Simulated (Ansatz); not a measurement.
**Ir: from a trial structure to a relaxed crystal**

All numbers below come from DFT PBEsol, scalar-relativistic, plane waves, PAW (Ansatz 0.2.0). Cutoff 420 eV, Γ-centred k mesh, Gaussian smearing, no spin polarisation in the final step.

Ir was placed on the trigonal selenium structure type (P3_121, No. 152), at a guessed volume.

```yaml
crystal:
  lattice:
    - [3.54554, 0.00000, 0.00000]
    - [-1.77277, 3.07053, 0.00000]
    - [0.00000, 0.00000, 4.02253]
  atoms:
    - { symbol: Ir, position: [0.22540, 0.00000, 0.33333] }
    - { symbol: Ir, position: [0.00000, 0.22540, 0.66667] }
    - { symbol: Ir, position: [0.77460, 0.77460, 0.00000] }
```

Cell and atoms relax at zero pressure; the relaxation can't lower the symmetry of the start. After a coarse first stage the cell is made exact in the group found at 0.06 Å.

Energies count from the standard state of Ir at the same level.

Task: Which crystal results?

Result: It ends in Pm-3m (No. 221). The result has the simple cubic structure. Conventional cell: a = 2.540 Å. Ir is coordinated by 6 Ir at 2.54 Å.

```cif
data_structure
_symmetry_space_group_name_H-M 'Pm-3m'
_symmetry_Int_Tables_number 221
_cell_length_a 2.5403
_cell_length_b 2.5403
_cell_length_c 2.5403
_cell_angle_alpha 90.000
_cell_angle_beta 90.000
_cell_angle_gamma 90.000
_cell_volume 16.39
loop_
_atom_site_label
_atom_site_type_symbol
_atom_site_symmetry_multiplicity
_atom_site_Wyckoff_symbol
_atom_site_fract_x
_atom_site_fract_y
_atom_site_fract_z
_atom_site_occupancy
Ir1 Ir 1 b 0.50000 0.50000 0.50000 1
```

Task: What are its volume, energy, density and gap?

Result: The volume per atom is 16.39 Å³. The density is 19.47 g/cm³, the energy over the standard structure is 1.10 eV/atom and the gap on the 21×21×21 mesh is 0 eV (a metal).

The final run used a 21×21×21 mesh on its 1-atom cell and 0.10 eV smearing. For metals, differences of a few meV/atom aren't resolved. Spin–orbit coupling is left out. A structure relaxed within its symmetry needn't be a true minimum.